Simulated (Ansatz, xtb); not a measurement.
## HOSSi: where a starting geometry ends

The starting geometry of this gas-phase doublet has its atoms placed at random.

```
atom    x (Å)    y (Å)    z (Å)
   O   0.7610   1.1963   0.7878
   S   0.3790  -1.2799   1.3258
  Si   0.0359  -0.1280  -0.8183
   H  -1.2119   0.8895  -0.9836
```

Q: Guess where an optimisation with r2SCAN-D4/def2-SVP ends from this start.

A: It ends as `O1[SiH]S1`. Distances that change by over a tenth: S2–Si3 (2.46 → 2.10 Å). Contacts that close: O1–S2 (2.56 → 1.85 Å), O1–Si3 (2.20 → 1.68 Å).

The energy falls by 3.31 eV over 10 steps:

```tsv
step	E − E(last) (eV)
1	3.309
2	1.694
3	1.008
4	0.246
5	0.143
6	0.001
7	0.000
8	0.000
9	0.000
10	0.000
```

Final geometry (Å):

```xyz
4

O     0.7935    0.7955    0.7634
S     0.3215   -0.9449    1.1640
Si    0.1028    0.1375   -0.6226
H    -1.2538    0.6899   -0.9931
```

From the same start GFN2-xTB reaches the same bonding as this run.

From so rough a start the end depends on the optimiser's path, so another program may land elsewhere. The end wasn't checked by frequencies. Open shells are spin-unrestricted. Run with Ansatz 0.2.0, 73 s on 1 thread of Arm Neoverse V2, on a shared host.
